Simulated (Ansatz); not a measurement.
Rock-salt SnTe (cubic form, which distorts at low temperature) was calculated with PBEsol (PAW; Ansatz, a program for electronic structure).

A relaxed, unreconstructed slab of the (100) face has 8 atoms, two equal faces of 19.774 Å² each and an energy of -51406.8498 eV. A bulk cell of 4 atoms with the same orientation and in-plane k mesh has -25703.7021 eV. Energies are extrapolated to zero smearing.

Settings: plane-wave cutoff 500 eV, 10×10×1 k mesh (along the axes of the cell as run), Fermi–Dirac smearing 0.05 eV, scalar-relativistic PAW data made under PBE.

Worked out: γ = (E_slab − N E_bulk per atom)/2A = [-51406.8498 − 8 × (-25703.7021/4)]/(2 × 19.774) = 0.0140 eV/Å². With 16.022 J/m² per eV/Å² this is 0.22 J/m², or 0.28 eV per surface cell and face.

Note: symmetry holds this phase in the static calculation, where it need not be a minimum.
